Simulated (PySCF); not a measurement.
The numbers are results of B3LYP-D3(BJ)/def2-TZVP // PBE0-D4/def2-SVP run with PySCF, not measurements. Isolated molecules, 0 K electronic values unless said otherwise. B3LYP has the VWN-RPA correlation part, as in Gaussian. Excitations are Tamm–Dancoff values on a coarser integration grid. The basis has no diffuse functions, so Rydberg states are missing or too high.

Reference species (SMILES): `CSC` (neutral, multiplicity 1).

```
Quantity                 Result
----------------------  -------
S1–T1 gap (TDA)         0.52 eV
dipole moment            1.51 D
T1 excitation (TDA)     4.88 eV
S1 oscillator strength    0.000
```

Changed species: `CO` (free base CH3OH; the reference has free base S(CH3)2).

**Question.** Give the shifts of the S1–T1 gap (TDA), dipole moment, T1 excitation (TDA) and S1 oscillator strength.

**Answer.** the S1–T1 gap (TDA) drops by 0.13 eV, to 0.39 eV; the dipole moment rises by 0.14 D, to 1.65 D; the T1 excitation (TDA) goes up by 1.67 eV, to 6.55 eV; the S1 oscillator strength hardly moves.
